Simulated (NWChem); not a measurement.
# LiF; SMILES [Li][F]

```xyz
2

Li     0.0000     0.0000    -1.1696
F      0.0000     0.0000     0.3899
```
Atoms are numbered in this order, from 1.

Program: NWChem. Medium grid unless said otherwise, to which SCAN and Minnesota functionals are sensitive. Structure relaxed at the PBE0-D3(BJ)/def2-TZVP level. Total energies of different functionals are on different scales.

```tsv
level	energy (Ha)	highest occupied level (eV)	orbital gap (eV)	dipole (D)
B3LYP/def2-SVP	-107.3360	-7.04	5.67	5.50
PBE/def2-SVP	-107.2085	-5.46	3.87	5.28
B97-D/def2-SVP	-107.2872	-5.47	3.93	5.42
PW6B95/def2-SVP	-107.4490	?	?	?
KT2/def2-SVP	-108.7386	-5.51	4.04	5.35
r2SCAN0/def2-SVP	-107.2647	-7.53	6.83	5.83
MN15/def2-SVP	-107.2473	-8.09	7.98	5.68
BHandHLYP/def2-SVP	-107.2896	-9.20	8.41	5.82
LC-wPBE (HJS exchange hole, range parameter 0.4 per bohr)/def2-SVP	-107.2469	-10.14	10.27	5.66
```

Problem. Some entries are withheld; supply them.

Solution. 
- PW6B95/def2-SVP, highest occupied level (eV): -7.47
- PW6B95/def2-SVP, orbital gap (eV): 6.29
- PW6B95/def2-SVP, dipole (D): 5.62
